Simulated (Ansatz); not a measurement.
```yaml
crystal:
  periodic: [false, false, false]
  atoms:
    - {symbol: Mn, position_ang: [0.001357, 0.000048, -0.036521]}
    - {symbol: H, position_ang: [-0.047893, 1.294476, 0.996585]}
    - {symbol: H, position_ang: [-0.026062, -1.297067, 0.994022]}
basis:
  gaussian: {orbitals: def2-TZVP}
magnetization: {spin_polarized: true, initial_magnetization: 5}
hamiltonian: {xc: pbe0}
relax: {f_tol: 0.004, max_steps: 80}
```

```sh
$ ansatz run in.yaml --threads 1 --pin off --events-out ev --progress --plain --max-ram 2176MiB
```

Steps of the relaxation (energy above the last step; positions in Å, forces in eV/Å):

```
3
step 1, 728.8 meV
Mn    0.001    0.000   -0.037   -0.034   -0.001    0.902
H    -0.048    1.294    0.997    0.011    0.683   -0.450
H    -0.026   -1.297    0.994    0.023   -0.682   -0.452
```

```
3
step 2, 356.1 meV
Mn   -0.004    0.000    0.114   -0.033   -0.001    0.877
H    -0.047    1.473    0.922    0.014    0.251   -0.438
H    -0.022   -1.476    0.919    0.018   -0.250   -0.439
```

```
3
step 3, 114.2 meV
Mn   -0.012    0.000    0.311   -0.021   -0.001    0.566
H    -0.044    1.621    0.823    0.011   -0.077   -0.283
H    -0.017   -1.623    0.820    0.010    0.078   -0.283
```

```
3
step 4, 22.8 meV
Mn   -0.019   -0.001    0.506   -0.008    0.000    0.227
H    -0.041    1.698    0.726    0.006   -0.217   -0.114
H    -0.013   -1.700    0.722    0.002    0.218   -0.113
```

```
3
step 5, 14.4 meV
Mn   -0.020   -0.001    0.550   -0.002    0.000    0.064
H    -0.040    1.661    0.704   -0.001    0.253   -0.032
H    -0.012   -1.663    0.700    0.003   -0.253   -0.032
```

```
3
step 6, 2.3 meV
Mn   -0.022   -0.001    0.599   -0.002    0.000    0.055
H    -0.039    1.687    0.679    0.001    0.024   -0.028
H    -0.011   -1.689    0.676    0.001   -0.024   -0.028
```

```
3
step 8, 0.0 meV
Mn   -0.024   -0.001    0.651    0.000    0.000    0.000
H    -0.038    1.691    0.653    0.000    0.000    0.000
H    -0.010   -1.693    0.650    0.000    0.000    0.000
```

Close pairs at the end: Mn1–H2 1.692 Å, Mn1–H3 1.692 Å.

A stationary point of unrestricted PBE0 after 8 steps, with ⟨S²⟩ = 8.776 against 8.75 for a pure state; no frequencies were run, so it isn't proven a minimum. 18 s on 1 thread of Arm Neoverse V2, shared host.
